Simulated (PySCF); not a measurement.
# F₂: a look at the electrons

Aim: take F₂ and pull one bond apart with RHF, UHF and CASSCF, localise its valence orbitals and measure its response to a uniform field.

Program: PySCF 2.14.0. Level of theory: levels as typed in each script, gas phase, geometry from GFN2-xTB. These are calculated values, not measurements.

### Step 1. The starting structure

SMILES `FF`, 2 atoms, charge 0, spin multiplicity 1.

Bond lengths: F1–F2 1.403 Å.

Geometry (Å):

```
F     0.7016    0.0000    0.0000
F    -0.7016    0.0000    0.0000
```

### Step 2. Stretching a bond (def2-svp)

input.py

```python
import numpy as np
from pyscf import gto, scf, mcscf

mol = gto.M(atom='''
F      0.70158     0.00000     0.00000
F     -0.70158     0.00000     0.00000
''', basis='def2-svp', charge=0, spin=0, verbose=4)
# stretch the bond between atoms 1 and 2, from long to short, fragments rigid
a, b, move = 0, 1, [1]
xyz = mol.atom_coords(unit='Angstrom')
u = xyz[b] - xyz[a]
r0 = np.linalg.norm(u)
rows, last, dm_u = [], None, None
for r in [3.19, 2.51, 2.05, 1.77, 1.54, 1.37, 1.25, 1.14, 1.05]:
    new = xyz.copy()
    new[move] += u / r0 * (r - r0)
    m = mol.set_geom_(new, unit='Angstrom', inplace=False)
    rhf = scf.RHF(m).density_fit(auxbasis='def2-universal-jkfit').run()
    uhf = scf.UHF(m).density_fit(auxbasis='def2-universal-jkfit').newton()
    if dm_u is None:
        c = rhf.mo_coeff
        h = m.nelectron // 2 - 1
        ca, cb = c.copy(), c.copy()
        ca[:, h], cb[:, h] = (c[:, h] + c[:, h + 1]) / 2**.5, (c[:, h] - c[:, h + 1]) / 2**.5
        dm_u = np.array([x[:, :h + 1] @ x[:, :h + 1].T for x in (ca, cb)])
    uhf.kernel(dm0=dm_u)
    for _ in range(3):
        c, _, stable, _ = uhf.stability(return_status=True)
        if stable:
            break
        uhf.kernel(c, uhf.mo_occ)
    dm_u = uhf.make_rdm1()
    mc = mcscf.CASSCF(rhf, 2, 2)
    mc.natorb = True
    mc.fix_spin_(ss=0)
    guess = mcscf.addons.make_natural_orbitals(uhf)[1] if last is None else mcscf.project_init_guess(mc, last.mo_coeff, last.mol)
    mc.kernel(guess)
    last = mc
    act = slice(mc.ncore, mc.ncore + mc.ncas)
    print('r %.3f  RHF %.6f  UHF %.6f  <S^2> %.3f  CASSCF %.6f  occupations' % (r, rhf.e_tot, uhf.e_tot, uhf.spin_square()[0], mc.e_tot), mc.mo_occ[act].round(4))
    rows.append((new, rhf.e_tot, uhf.e_tot, uhf.spin_square()[0], mc.e_tot, mc.mo_occ[act], mc.mo_coeff[:, act], dm_u[0] - dm_u[1], rhf.converged and uhf.converged and mc.converged))
    np.savez('result.npz', **{k: [row[i] for row in rows] for i, k in enumerate('xyz rhf uhf s2 cas occ c spin ok'.split())})
```

The run is started by

```sh
OMP_NUM_THREADS=1 python input.py
```

The program printed:

```text
[ENV] PYSCF_TMPDIR <dir>
[ENV] PYSCF_MAX_MEMORY 1375
[INPUT] verbose = 4
[INPUT] num. atoms = 2
[INPUT] num. electrons = 18
[INPUT] charge = 0
[INPUT] spin (= nelec alpha-beta = 2S) = 0
[INPUT] symmetry False subgroup None
[INPUT] Mole.unit = angstrom
[INPUT] Symbol           X                Y                Z      unit          X                Y                Z       unit  Magmom
[INPUT]  1 F      0.701580000000   0.000000000000   0.000000000000 AA    1.325794054472   0.000000000000   0.000000000000 Bohr   0.0
[INPUT]  2 F     -0.701580000000   0.000000000000   0.000000000000 AA   -1.325794054472   0.000000000000   0.000000000000 Bohr   0.0

nuclear repulsion = 30.5477308963482
number of shells = 12
number of NR pGTOs = 48
number of NR cGTOs = 28
basis = def2-svp
ecp = {}
New geometry
   1 F      0.701580000000   0.000000000000   0.000000000000 AA    1.325794054472   0.000000000000   0.000000000000 Bohr
   2 F     -2.488420000000   0.000000000000   0.000000000000 AA   -4.702432282890   0.000000000000   0.000000000000 Bohr

******** <class 'pyscf.df.df_jk.DFRHF'> ********
method = DFRHF
initial guess = minao
damping factor = 0
level_shift factor = 0
DIIS = <class 'pyscf.scf.diis.CDIIS'>
diis_start_cycle = 1
diis_space = 8
diis_damp = 0
SCF conv_tol = 1e-09
SCF conv_tol_grad = None
SCF max_cycles = 50
direct_scf = False
Set gradient conv threshold to 3.16228e-05
Initial guess from minao.
******** <class 'pyscf.df.df.DF'> ********
auxbasis = def2-universal-jkfit
init E= -197.823654642124
[... the frontier-level lines of each cycle are left out ...]
cycle= 1 E= -198.195623251985  delta_E= -0.372  |g|= 0.18  |ddm|= 1.24
cycle= 2 E= -198.205834813167  delta_E= -0.0102  |g|= 0.0492  |ddm|= 0.149
cycle= 3 E= -198.206662071887  delta_E= -0.000827  |g|= 0.0101  |ddm|= 0.0564
cycle= 4 E= -198.206679604285  delta_E= -1.75e-05  |g|= 0.000561  |ddm|= 0.00631
cycle= 5 E= -198.206679681499  delta_E= -7.72e-08  |g|= 9.16e-05  |ddm|= 0.000489
cycle= 6 E= -198.206679684434  delta_E= -2.93e-09  |g|= 1.19e-05  |ddm|= 9.27e-05
cycle= 7 E= -198.206679684467  delta_E= -3.3e-11  |g|= 1.26e-06  |ddm|= 8.96e-06
Extra cycle  E= -198.206679684467  delta_E= -1.71e-13  |g|= 2.89e-07  |ddm|= 1.14e-06
converged SCF energy = -198.206679684467

******** <class 'pyscf.soscf.newton_ah.SecondOrderDFUHF'> ********
method = SecondOrderDFUHF
initial guess = minao
damping factor = 0
level_shift factor = 0
DIIS = <class 'pyscf.scf.diis.CDIIS'>
diis_start_cycle = 1
diis_space = 8
diis_damp = 0
SCF conv_tol = 1e-09
SCF conv_tol_grad = None
SCF max_cycles = 50
direct_scf = False
number electrons alpha = 9  beta = 9
******** <class 'pyscf.df.df_jk.DFUHF'> Newton solver flags ********
SCF tol = 1e-09
conv_tol_grad = None
max. SCF cycles = 50
direct_scf = False
max_cycle_inner = 12
max_stepsize = 0.05
ah_start_tol = 1e+09
ah_level_shift = 0
ah_conv_tol = 1e-12
ah_lindep = 1e-14
ah_start_cycle = 1
ah_max_cycle = 40
ah_grad_trust_region = 2.5
kf_interval = 4
kf_trust_region = 5
canonicalization = True
Set conv_tol_grad to 3.16228e-05
******** <class 'pyscf.df.df.DF'> ********
auxbasis = def2-universal-jkfit
Initial guess E= -198.563982273642  |g|= 0.0762315
macro= 0  E= -198.567758637757  delta_E= -0.00377636  |g|= 0.00330366  2 KF 8 JK
macro= 1  E= -198.567758637861  delta_E= -1.03739e-10  |g|= 1.42589e-05  1 KF 3 JK
Canonicalize SCF orbitals
macro X = 2  E=-198.567758637861  |g|= 1.42589e-05  total 4 KF 14 JK
converged SCF energy = -198.567758637861  <S^2> = 1.0046144  2S+1 = 2.2401915
uhf_internal: lowest eigs of H = [-0.00155575 -0.00039074 -0.00032002]
<class 'pyscf.soscf.newton_ah.SecondOrderDFUHF'> wavefunction has an internal instability

******** <class 'pyscf.soscf.newton_ah.SecondOrderDFUHF'> ********
method = SecondOrderDFUHF
initial guess = minao
damping factor = 0
level_shift factor = 0
DIIS = <class 'pyscf.scf.diis.CDIIS'>
diis_start_cycle = 1
diis_space = 8
diis_damp = 0
SCF conv_tol = 1e-09
SCF conv_tol_grad = None
SCF max_cycles = 50
direct_scf = False
number electrons alpha = 9  beta = 9
******** <class 'pyscf.df.df_jk.DFUHF'> Newton solver flags ********
SCF tol = 1e-09
conv_tol_grad = None
max. SCF cycles = 50
direct_scf = False
max_cycle_inner = 12
max_stepsize = 0.05
ah_start_tol = 1e+09
ah_level_shift = 0
ah_conv_tol = 1e-12
ah_lindep = 1e-14
ah_start_cycle = 1
ah_max_cycle = 40
ah_grad_trust_region = 2.5
kf_interval = 4
kf_trust_region = 5
canonicalization = True
Set conv_tol_grad to 3.16228e-05
Initial guess E= -198.563829823783  |g|= 0.12879
macro= 0  E= -198.568176466691  delta_E= -0.00434664  |g|= 0.000477178  3 KF 12 JK
macro= 1  E= -198.568180200638  delta_E= -3.73395e-06  |g|= 0.000291347  1 KF 5 JK
macro= 2  E= -198.568196442989  delta_E= -1.62424e-05  |g|= 0.00254258  2 KF 5 JK
macro= 3  E= -198.568199773793  delta_E= -3.3308e-06  |g|= 9.11052e-05  2 KF 8 JK
macro= 4  E= -198.568199773904  delta_E= -1.10731e-10  |g|= 6.97692e-06  1 KF 3 JK
Canonicalize SCF orbitals
macro X = 5  E=-198.568199773904  |g|= 6.97692e-06  total 10 KF 39 JK
converged SCF energy = -198.568199773904  <S^2> = 1.0047993  2S+1 = 2.2403565
uhf_internal: lowest eigs of H = [-1.20248723e-04  1.16350212e-05  1.32533365e-03]
...
   1 F      0.701580000000   0.000000000000   0.000000000000 AA    1.325794054472   0.000000000000   0.000000000000 Bohr
   2 F     -0.348420000000   0.000000000000   0.000000000000 AA   -0.658418376321   0.000000000000   0.000000000000 Bohr

******** <class 'pyscf.df.df_jk.DFRHF'> ********
method = DFRHF
initial guess = minao
damping factor = 0
level_shift factor = 0
DIIS = <class 'pyscf.scf.diis.CDIIS'>
diis_start_cycle = 1
diis_space = 8
diis_damp = 0
SCF conv_tol = 1e-09
SCF conv_tol_grad = None
SCF max_cycles = 50
direct_scf = False
Set gradient conv threshold to 3.16228e-05
******** <class 'pyscf.df.df.DF'> ********
auxbasis = def2-universal-jkfit
init E= -199.483665823596
cycle= 1 E= -198.333952434738  delta_E= 1.15  |g|= 0.466  |ddm|= 1.82
cycle= 2 E= -198.361664239831  delta_E= -0.0277  |g|= 0.119  |ddm|= 0.341
cycle= 3 E= -198.36344877733  delta_E= -0.00178  |g|= 0.0234  |ddm|= 0.0794
cycle= 4 E= -198.363555630243  delta_E= -0.000107  |g|= 0.00625  |ddm|= 0.0204
cycle= 5 E= -198.3635637452  delta_E= -8.11e-06  |g|= 0.00042  |ddm|= 0.00728
cycle= 6 E= -198.363563786246  delta_E= -4.1e-08  |g|= 3.1e-05  |ddm|= 0.000396
cycle= 7 E= -198.363563786505  delta_E= -2.59e-10  |g|= 2.72e-06  |ddm|= 3.07e-05
Extra cycle  E= -198.363563786507  delta_E= -1.59e-12  |g|= 6.44e-07  |ddm|= 2.46e-06
converged SCF energy = -198.363563786507

******** <class 'pyscf.soscf.newton_ah.SecondOrderDFUHF'> ********
method = SecondOrderDFUHF
initial guess = minao
damping factor = 0
level_shift factor = 0
DIIS = <class 'pyscf.scf.diis.CDIIS'>
diis_start_cycle = 1
diis_space = 8
diis_damp = 0
SCF conv_tol = 1e-09
SCF conv_tol_grad = None
SCF max_cycles = 50
direct_scf = False
number electrons alpha = 9  beta = 9
******** <class 'pyscf.df.df_jk.DFUHF'> Newton solver flags ********
SCF tol = 1e-09
conv_tol_grad = None
max. SCF cycles = 50
direct_scf = False
max_cycle_inner = 12
max_stepsize = 0.05
ah_start_tol = 1e+09
ah_level_shift = 0
ah_conv_tol = 1e-12
ah_lindep = 1e-14
ah_start_cycle = 1
ah_max_cycle = 40
ah_grad_trust_region = 2.5
kf_interval = 4
kf_trust_region = 5
canonicalization = True
Set conv_tol_grad to 3.16228e-05
******** <class 'pyscf.df.df.DF'> ********
auxbasis = def2-universal-jkfit
Initial guess E= -198.362468851082  |g|= 0.0589523
macro= 0  E= -198.363563786477  delta_E= -0.00109494  |g|= 0.00202964  2 KF 7 JK
macro= 1  E= -198.363563786507  delta_E= -2.96154e-11  |g|= 1.25666e-05  1 KF 3 JK
Canonicalize SCF orbitals
macro X = 2  E=-198.363563786507  |g|= 1.25666e-05  total 4 KF 13 JK
converged SCF energy = -198.363563786507  <S^2> = -1.4210855e-14  2S+1 = 1
uhf_internal: lowest eigs of H = [0.8534841  0.85350494 1.18212663]
<class 'pyscf.soscf.newton_ah.SecondOrderDFUHF'> wavefunction is stable in the internal stability analysis

******** <class 'pyscf.mcscf.df.DFCASSCF'> ********
CAS (1e+1e, 2o), ncore = 8, nvir = 18
max_cycle_macro = 50
max_cycle_micro = 4
conv_tol = 1e-07
conv_tol_grad = None
orbital rotation max_stepsize = 0.02
orbital rotation threshold for CI restart = 0.01
augmented hessian ah_max_cycle = 30
augmented hessian ah_conv_tol = 1e-12
augmented hessian ah_linear dependence = 1e-14
augmented hessian ah_level shift = 1e-08
augmented hessian ah_start_tol = 2.5
augmented hessian ah_start_cycle = 3
augmented hessian ah_grad_trust_region = 3
kf_trust_region = 3
kf_interval = 4
ci_response_space = 4
ci_grad_trust_region = 3
with_dep4 0
natorb = True
canonicalization = True
sorting_mo_energy = False
ao2mo_level = 2
internal_rotation = False
******** <class 'pyscf.fci.addons.SpinPenaltyFCISolver'> ********
max. cycles = 50
conv_tol = 1e-08
davidson only = True
linear dependence = 1e-12
level shift = 0.001
max iter space = 12
nroots = 1
pspace_size = 400
spin = None
DFCASCI/DFCASSCF: density fitting for JK matrix and 2e integral transformation
CASCI E = -198.318560674833  S^2 = 0.0000000
Set conv_tol_grad to 0.000316228
macro iter   1 ( 15 JK    4 micro), CASSCF E = -198.390269575767  dE = -7.17089009e-02  S^2 = 0.0000000
               |grad[o]|= 1.07  |grad[c]|=0.0607  |ddm|=0.00503  |maxRot[o]|= 0.12
macro iter   2 ( 10 JK    3 micro), CASSCF E = -198.390368999665  dE = -9.94238976e-05  S^2 = 0.0000000
               |grad[o]|=0.00827  |grad[c]|=0.00122  |ddm|=0.000875  |maxRot[o]|=0.0391
macro iter   3 (  7 JK    2 micro), CASSCF E = -198.390372169317  dE = -3.16965256e-06  S^2 = 0.0000000
               |grad[o]|=0.000452  |grad[c]|=9.48e-05  |ddm|=0.000161  |maxRot[o]|=0.00854
macro iter   4 (  1 JK    1 micro), CASSCF E = -198.390372169317  dE =  0.00000000e+00  S^2 = 0.0000000
               |grad[o]|=2.83e-05  |grad[c]|=7.52e-09  |ddm|=8.88e-16  |maxRot[o]|=    0
1-step CASSCF converged in   4 macro ( 33 JK  10 micro) steps
CASSCF canonicalization
Natural occ [1.98197394 0.01802606]
Natural orbital (expansion on meta-Lowdin AOs) in CAS space
               #1        #2
0 F 1s           0.00138  -0.00133
0 F 2s          -0.04997  -0.32051
0 F 3s           0.07817  -0.07139
0 F 2px         -0.69437  -0.60860
0 F 2py         -0.00000   0.00000
0 F 2pz         -0.00000   0.00000
0 F 3px         -0.07192  -0.13823
0 F 3py          0.00000   0.00000
0 F 3pz         -0.00000   0.00000
0 F 3dxy        -0.00000   0.00000
0 F 3dyz        -0.00000   0.00000
0 F 3dz^2        0.03189   0.02582
0 F 3dxz        -0.00000   0.00000
0 F 3dx2-y2     -0.05524  -0.04471
1 F 1s           0.00138   0.00133
1 F 2s          -0.04998   0.32051
1 F 3s           0.07817   0.07140
1 F 2px          0.69437  -0.60860
1 F 2py          0.00000  -0.00000
1 F 2pz         -0.00000  -0.00000
1 F 3px          0.07192  -0.13823
1 F 3py         -0.00000   0.00000
1 F 3pz         -0.00000  -0.00000
1 F 3dxy         0.00000   0.00000
1 F 3dyz        -0.00000   0.00000
1 F 3dz^2        0.03189  -0.02581
1 F 3dxz         0.00000   0.00000
1 F 3dx2-y2     -0.05524   0.04471
<CAS-nat-orb|mo-hf>  9      3       -0.52255720
<CAS-nat-orb|mo-hf>  9      7       -0.85257988
<CAS-nat-orb|mo-hf>  10     10       0.84690862
<CAS-nat-orb|mo-hf>  10     14      -0.47478357
CASSCF energy = -198.390372169317
CASCI E = -198.390372169317  E(CI) = -3.38394377589142  S^2 = 0.0000000
r 1.050  RHF -198.363564  UHF -198.363564  <S^2> -0.000  CASSCF -198.390372  occupations [1.982 0.018]
```

Wall time 8.4 s (1 thread of Arm Neoverse V2, shared host); peak memory 0.17 GiB.

### Step 3. What the saved matrices give

Energies in eV, each from its own lowest point:

| F1–F2 (Å) | RHF | UHF | CASSCF | ⟨S²⟩ (UHF) | unpaired electrons (CASSCF) |
| --- | --- | --- | --- | --- | --- |
| 3.19 | 8.27 | 0.00 | 0.61 | 1.00 | 2.00 |
| 2.51 | 6.44 | 0.01 | 0.60 | 1.00 | 1.92 |
| 2.05 | 4.14 | 0.13 | 0.45 | 0.97 | 1.50 |
| 1.77 | 2.27 | 0.41 | 0.21 | 0.89 | 0.85 |
| 1.54 | 0.72 | 1.01 | 0.00 | 0.67 | 0.31 |
| 1.37 | 0.00 | 1.52 | 0.15 | 0.17 | 0.09 |
| 1.25 | 0.19 | 1.76 | 0.84 | 0.00 | 0.03 |
| 1.14 | 1.47 | 3.04 | 2.49 | 0.00 | 0.01 |
| 1.05 | 4.00 | 5.57 | 5.25 | 0.00 | 0.00 |

### Step 4. Localised orbitals (B3LYP/6-311g**)

input.py

```python
import numpy as np
from pyscf import gto, scf, dft, lo
from pyscf.data.elements import chemcore

def solve(mol, dm0=None, hcore=None):
    mf = (dft.UKS if mol.spin else dft.RKS)(mol, xc='b3lyp')
    mf.grids.level = 3
    mf = mf.density_fit(auxbasis='def2-universal-jkfit')
    mf.conv_tol, mf.max_cycle = 1e-8, 80
    if hcore is not None:
        mf.get_hcore = lambda *args: hcore
    mf.kernel(dm0)
    if not mf.converged:
        mf = mf.newton().run(mf.mo_coeff, mf.mo_occ, max_cycle=30)
    assert mf.converged, 'SCF not converged'
    return mf

mol = gto.M(atom='''
F      0.70158     0.00000     0.00000
F     -0.70158     0.00000     0.00000
''', basis='6-311g**', charge=0, spin=0, verbose=4)
mf = solve(mol)
occ_all = mf.mo_coeff[:, mf.mo_occ > 0]
occ = occ_all[:, chemcore(mol):]
pm = lo.PM(mol, occ, pop_method='meta_lowdin')
loc = pm.kernel()
for _ in range(5):
    new, stable = pm.stability_jacobi(return_status=True)
    if stable:
        break
    loc = pm.kernel(new)
fock, s = mf.get_fock(), mf.get_ovlp()
ortho = lo.orth_ao(mol, 'meta_lowdin')
labels = mol.ao_labels(fmt=None)
vir = loc[:, :0]
both = np.hstack([loc, vir])
p = (ortho.T @ s @ both) ** 2
pop = np.array([p[[l[0] == a for l in labels]].sum(0) for a in range(mol.natm)])
spd = np.array([[p[[l[0] == a and l[2][-1] == k for l in labels]].sum(0) for k in 'spd'] for a in range(mol.natm)])
eps = np.einsum('pi,pq,qi->i', both, fock, both)
for i in np.argsort(eps):
    top = np.argsort(-pop[:, i])[:3]
    print('%3d %s %9.4f Eh ' % (i + 1, 'occ' if i < loc.shape[1] else 'vir', eps[i]), '  '.join('%s%d %.3f' % (mol.atom_symbol(a), a + 1, pop[a, i]) for a in top))
np.savez('result.npz', c=both, nocc=loc.shape[1], pop=pop, spd=spd, eps=eps, e=mf.e_tot)
```

The run is started by

```sh
OMP_NUM_THREADS=1 python input.py
```

The program printed:

```text
[ENV] PYSCF_TMPDIR <dir>
[ENV] PYSCF_MAX_MEMORY 1375
[INPUT] verbose = 4
[INPUT] num. atoms = 2
[INPUT] num. electrons = 18
[INPUT] charge = 0
[INPUT] spin (= nelec alpha-beta = 2S) = 0
[INPUT] symmetry False subgroup None
[INPUT] Mole.unit = angstrom
[INPUT] Symbol           X                Y                Z      unit          X                Y                Z       unit  Magmom
[INPUT]  1 F      0.701580000000   0.000000000000   0.000000000000 AA    1.325794054472   0.000000000000   0.000000000000 Bohr   0.0
[INPUT]  2 F     -0.701580000000   0.000000000000   0.000000000000 AA   -1.325794054472   0.000000000000   0.000000000000 Bohr   0.0

nuclear repulsion = 30.5477308963482
number of shells = 16
number of NR pGTOs = 62
number of NR cGTOs = 36
basis = 6-311g**
ecp = {}

******** <class 'pyscf.df.df_jk.DFRKS'> ********
method = DFRKS
initial guess = minao
damping factor = 0
level_shift factor = 0
DIIS = <class 'pyscf.scf.diis.CDIIS'>
diis_start_cycle = 1
diis_space = 8
diis_damp = 0
SCF conv_tol = 1e-08
SCF conv_tol_grad = None
SCF max_cycles = 80
direct_scf = False
XC library pyscf.dft.libxc version 7.0.0
    S. Lehtola, C. Steigemann, M. J.T. Oliveira, and M. A.L. Marques.,  SoftwareX 7, 1–5 (2018)
XC functionals = b3lyp
    P. J. Stephens, F. J. Devlin, C. F. Chabalowski, and M. J. Frisch.,  J. Phys. Chem. 98, 11623 (1994)
radial grids:
    Treutler-Ahlrichs [JCP 102, 346 (1995); DOI:10.1063/1.469408] (M4) radial grids

becke partition: Becke, JCP 88, 2547 (1988); DOI:10.1063/1.454033
pruning grids: <function nwchem_prune at 0xf230e00eb600>
grids dens level: 3
symmetrized grids: False
atomic radii adjust function: <function treutler_atomic_radii_adjust at 0xf230e0124540>
small_rho_cutoff = 0
Set gradient conv threshold to 0.0001
Initial guess from minao.
tot grids = 28528
******** <class 'pyscf.df.df.DF'> ********
auxbasis = def2-universal-jkfit
init E= -199.618241408215
  HOMO = -0.406922570493517  LUMO = -0.202426387952841  gap/eV = 5.56462
cycle= 1 E= -199.555368690423  delta_E= 0.0629  |g|= 0.26  |ddm|=  1.1
  HOMO = -0.413567437866694  LUMO = -0.157806345463712  gap/eV = 6.95961
cycle= 2 E= -199.561526146648  delta_E= -0.00616  |g|= 0.117  |ddm|= 0.132
  HOMO = -0.410217049534846  LUMO = -0.14899411283406  gap/eV = 7.10824
cycle= 3 E= -199.56303094901  delta_E= -0.0015  |g|= 0.00595  |ddm|= 0.0423
  HOMO = -0.412103603096218  LUMO = -0.150746509814766  gap/eV = 7.11189
cycle= 4 E= -199.563033354564  delta_E= -2.41e-06  |g|= 0.00415  |ddm|= 0.00414
  HOMO = -0.411337623248937  LUMO = -0.149873100565372  gap/eV = 7.11481
cycle= 5 E= -199.563035472265  delta_E= -2.12e-06  |g|= 5.11e-05  |ddm|= 0.00182
  HOMO = -0.411336954665192  LUMO = -0.149870358568734  gap/eV = 7.11487
cycle= 6 E= -199.563035472514  delta_E= -2.49e-10  |g|= 2.28e-06  |ddm|= 1.36e-05
  HOMO = -0.411336479788075  LUMO = -0.149869784607318  gap/eV = 7.11487
Extra cycle  E= -199.563035472515  delta_E= -5.97e-13  |g|= 1.27e-06  |ddm|= 1.17e-06
converged SCF energy = -199.563035472515

******** <class 'pyscf.lo.pipek.PipekMezey'> ********
conv_tol = 1e-06
conv_tol_grad = None
max_cycle = 100
max_stepsize = 0.05
max_iters = 20
kf_interval = 5
kf_trust_region = 5
ah_start_tol = 1000000000.0
ah_start_cycle = 1
ah_level_shift = 0
ah_conv_tol = 1e-12
ah_lindep = 1e-14
ah_max_cycle = 40
ah_trust_region = 3
init_guess = atomic
algorithm = ciah
pop_method = meta_lowdin
exponent = 2
Set conv_tol_grad to 0.000316228
Init f(x)= 6.4437452031778  |g|= 0.442786
macro= 1  f(x)= 6.4975901963693  delta_f= 0.053845  |g|= 0.442786  1 KF 4 Hx
macro= 2  f(x)= 6.4991259464659  delta_f= 0.00153575  |g|= 0.0785758  1 KF 3 Hx
macro= 3  f(x)= 6.4991259662099  delta_f= 1.9744e-08  |g|= 0.000281733  1 KF 2 Hx
macro X = 3  f(x)= 6.4991259662099  |g|= 0.000281733  6 intor 3 KF 9 Hx
PipekMezey is stable in the Jacobi stability analysis
  1 occ   -1.1411 Eh  F2 1.000  F1 0.000
  2 occ   -1.1411 Eh  F1 1.000  F2 0.000
  3 occ   -0.7845 Eh  F2 0.500  F1 0.500
  6 occ   -0.4768 Eh  F1 1.000  F2 0.000
  7 occ   -0.4768 Eh  F1 1.000  F2 0.000
  5 occ   -0.4768 Eh  F2 1.000  F1 0.000
  4 occ   -0.4768 Eh  F2 1.000  F1 0.000
```

Run time: 1.2 s. Hardware: 1 thread of Arm Neoverse V2, shared host; peak memory 0.17 GiB.

### Step 5. Analysis of result.npz

Pipek–Mezey orbitals, occupied:

- lone pair on F2 (s-type) (F2 100 %; −31.1 eV)
- lone pair on F1 (s-type) (F1 100 %; −31.1 eV)
- σ bond F2–F1 (F2 50 %, F1 50 %; −21.4 eV)
- lone pair on F1 (p-type) (F1 100 %; −13.0 eV)
- lone pair on F1 (p-type) (F1 100 %; −13.0 eV)
- lone pair on F2 (p-type) (F2 100 %; −13.0 eV)
- lone pair on F2 (p-type) (F2 100 %; −13.0 eV)

(Part 1 of 2 ends here.)
